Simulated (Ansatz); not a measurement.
Process, species as SMILES: FCF → F[CH]F + H atom
B3LYP-D3(BJ)/def2-TZVP geometries, fixed; electronic energies without zero-point terms.

Basis-set convergence of the bond dissociation energy at CCSD(T) with Ansatz (a program for electronic structure). Cartesian d functions, on some or all atoms, in 6-31G*, 6-31+G*; all else is spherical. Cores are frozen. Open shells are unrestricted. No added dispersion term, no relativity. Functions are those of the species that has most. Reference: Hartree-Fock in cc-pVQZ plus the correlation part extrapolated as X^-3 from cc-pVTZ and cc-pVQZ, 109.34 kcal/mol, itself unsure by roughly 0.32 kcal/mol (a third of the extrapolation step and of the last Hartree-Fock step). Deviations are taken from unrounded values.

| basis | functions | bond dissociation energy (kcal/mol) |
|---|---|---|
| 6-31G* | 49 | 99.72 |
| 6-31+G* | 61 | 101.34 |
| cc-pVDZ | 52 | 103.33 |
| aug-cc-pVDZ | 87 | 106.03 |
| def2-SVP | 52 | 104.03 |
| def2-SVPD | 82 | 106.42 |
| pcseg-1 | 52 | 105.49 |
| aug-pcseg-1 | 87 | 107.20 |
| 6-311G** | 66 | 105.00 |
| 6-311+G** | 78 | 105.50 |
| def2-TZVP | 105 | 105.78 |
| def2-TZVPD | 135 | 106.17 |
| cc-pVTZ | 118 | 107.46 |
| aug-cc-pVTZ | 184 | 108.20 |
| pcseg-2 | 118 | 108.02 |
| aug-pcseg-2 | 184 | 108.16 |
| def2-TZVPP | 121 | 107.71 |
| def2-TZVPPD | 151 | 107.92 |
| def2-QZVPP | 231 | 108.52 |
| def2-QZVPPD | 261 | 108.49 |

What the diffuse functions change, pair by pair:
- 6-31G* to 6-31+G*: 12 more functions, deviation -9.62 to -8.00 kcal/mol
- cc-pVDZ to aug-cc-pVDZ: 35 more functions, deviation -6.00 to -3.31 kcal/mol
- def2-SVP to def2-SVPD: 30 more functions, deviation -5.30 to -2.92 kcal/mol
- pcseg-1 to aug-pcseg-1: 35 more functions, deviation -3.84 to -2.13 kcal/mol
- 6-311G** to 6-311+G**: 12 more functions, deviation -4.33 to -3.84 kcal/mol
- def2-TZVP to def2-TZVPD: 30 more functions, deviation -3.55 to -3.16 kcal/mol
- cc-pVTZ to aug-cc-pVTZ: 66 more functions, deviation -1.87 to -1.13 kcal/mol
- pcseg-2 to aug-pcseg-2: 66 more functions, deviation -1.31 to -1.18 kcal/mol
- def2-TZVPP to def2-TZVPPD: 30 more functions, deviation -1.63 to -1.42 kcal/mol
- def2-QZVPP to def2-QZVPPD: 30 more functions, deviation -0.82 to -0.84 kcal/mol

They bring the value nearer the reference by more than 0.32 kcal/mol in 7 of 10 pairs.
